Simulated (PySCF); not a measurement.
## Atomic charges by several schemes

Species: CH3S (charge -1).
Z-matrix (Å and degrees, GFN2-xTB geometry), rows numbered from 1:
```
C 
S   1  1.8048
H   1  1.0967  2  110.51
H   1  1.0966  2  110.49  3   120.00
H   1  1.0966  2  110.49  3  -120.04
```

Density: PBE0/pcSseg-1 (PySCF); schemes: Mulliken, IAO, Hirshfeld and ESP-fitted. Geometry: GFN2-xTB; no solvent, vibrations or thermal averaging. The pcSseg-1 basis has no diffuse functions, a weakness for an anion. The HOMO energy is positive at this level (+1.14 eV), so the outermost electrons may be held by the finite basis alone.

Task: Atoms with like bonding are taken together and averaged. For which atoms does the sign change between the 4 schemes (beyond +0.03 e in one, beyond −0.03 e in another)?

Result: For none.

Task: Do the Mulliken, IAO, Hirshfeld and ESP-fitted schemes agree on where the charge is lowest?

Result: All schemes agree: Mulliken S2 (-0.833); IAO S2 (-0.807); Hirshfeld S2 (-0.764); ESP-fitted S2 (-0.953).

Task: Give the atomic charges in each scheme.

Result: In e; atoms taken as equivalent share a row and are averaged (×n: the atom named and its like, n in all):

| atom | environment | Mulliken | IAO | Hirshfeld | ESP-fitted |
| --- | --- | --- | --- | --- | --- |
| C1 | S-methyl carbon | -0.362 | -0.481 | -0.195 | -0.144 |
| S2 | thiolate sulfur | -0.833 | -0.807 | -0.764 | -0.953 |
| H3/H4/H5 | methyl hydrogen | +0.065 | +0.096 | -0.014 | +0.032 |

Mean size of the charges over all atoms: IAO 0.315 e, Mulliken 0.278 e, ESP-fitted 0.239 e, Hirshfeld 0.200 e. Each set sums to the total charge, -1, to within 0.001 e. The Hirshfeld scheme divides the density at each point in proportion to the densities of the neutral, spherically averaged free atoms. The Mulliken scheme gives each basis function's population to the atom it is centred on and halves the overlap population of two atoms between them.

Task: How many electrons does the Hirshfeld scheme count on C1?

Result: Z − q = 6 − (-0.195) = 6.195.

Task: Sum the charges by element, for elements with more than one atom.

Result: 
| element | atoms | Mulliken | IAO | Hirshfeld | ESP-fitted |
| --- | --- | --- | --- | --- | --- |
| H | 3 | +0.195 | +0.288 | -0.041 | +0.097 |

These values come from a run that also computed NMR shieldings. On x86-64 server, one thread, shared host, this took 2.4 s of wall time.
